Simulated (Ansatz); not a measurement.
Harmonic vibrations of the cluster Li₂S by finite differences.

```yaml
crystal:
  periodic: [false, false, false]
  atoms:
    - {symbol: Li, position_ang: [1.145843, -1.491784, -0.440098]}
    - {symbol: Li, position_ang: [-0.992330, 1.371976, 0.930036]}
    - {symbol: S, position_ang: [-0.153513, 0.119808, -0.489938]}
basis:
  gaussian: {orbitals: def2-TZVP}
hamiltonian: {xc: pbe0, dispersion: d4}
scf: {omitted_lower_state_checks: [starts]}
phonons: {temperatures: {t_min: 298.15, t_max: 900, t_step: 200}}
```

```sh
$ ansatz run in.yaml --threads 4 --pin off --events-out ev --progress --plain --max-ram 3916MiB
```

Shortened log:

```
Functional definition: PBE0
mean field -11241.91121171 eV, -413.1326169892 hartree, gradient 1.3e-5 eV, S^2 0.000000; 0 other end points of the search recorded, 0 dependent functions left out
mean field -11241.91115097 eV, -413.1326147572 hartree, gradient 1.8e-6 eV, S^2 0.000000; 0 other end points of the search recorded, 0 dependent functions left out
mean field -11241.91121803 eV, -413.1326172214 hartree, gradient 1.2e-6 eV, S^2 0.000000; 0 other end points of the search recorded, 0 dependent functions left out
mean field -11241.91121552 eV, -413.1326171294 hartree, gradient 6.2e-7 eV, S^2 0.000000; 0 other end points of the search recorded, 0 dependent functions left out
mean field -11241.91120776 eV, -413.1326168439 hartree, gradient 6.1e-7 eV, S^2 0.000000; 0 other end points of the search recorded, 0 dependent functions left out
mean field -11241.91122496 eV, -413.1326174763 hartree, gradient 2.9e-6 eV, S^2 0.000000; 0 other end points of the search recorded, 0 dependent functions left out
mean field -11241.91116909 eV, -413.1326154230 hartree, gradient 1.5e-6 eV, S^2 0.000000; 0 other end points of the search recorded, 0 dependent functions left out
mean field -11241.91119275 eV, -413.1326162924 hartree, gradient 1.1e-6 eV, S^2 0.000000; 0 other end points of the search recorded, 0 dependent functions left out
mean field -11241.91121800 eV, -413.1326172205 hartree, gradient 1.2e-6 eV, S^2 0.000000; 0 other end points of the search recorded, 0 dependent functions left out
mean field -11241.91117648 eV, -413.1326156944 hartree, gradient 1.3e-6 eV, S^2 0.000000; 0 other end points of the search recorded, 0 dependent functions left out
mean field -11241.91116529 eV, -413.1326152834 hartree, gradient 1.2e-6 eV, S^2 0.000000; 0 other end points of the search recorded, 0 dependent functions left out
mean field -11241.91121420 eV, -413.1326170807 hartree, gradient 2.1e-6 eV, S^2 0.000000; 0 other end points of the search recorded, 0 dependent functions left out
mean field -11241.91119671 eV, -413.1326164382 hartree, gradient 1.6e-6 eV, S^2 0.000000; 0 other end points of the search recorded, 0 dependent functions left out
Total energy: -11241.94076194 eV, -413.1337029403 hartree
Atom 0 at     1.145843    -1.491784    -0.440098 Å, force    -0.006866     0.008743     0.001298 eV/Å
Atom 1 at    -0.992330     1.371976     0.930036 Å, force     0.005102    -0.007263    -0.006218 eV/Å
Atom 2 at    -0.153513     0.119808    -0.489938 Å, force     0.001764    -0.001481     0.004920 eV/Å
Dipole moment:     0.262173    -0.204614     0.836707 e Å
Vibrations: 59.43 605.27 678.34 cm⁻¹, zero-point energy 0.083258 eV
Checks for a lower state left out: starts
```

Hardware: 4 threads of Arm Neoverse V1 on a shared host. Wall time 2.9 s.

The structure comes from a short search, and lower isomers may exist.
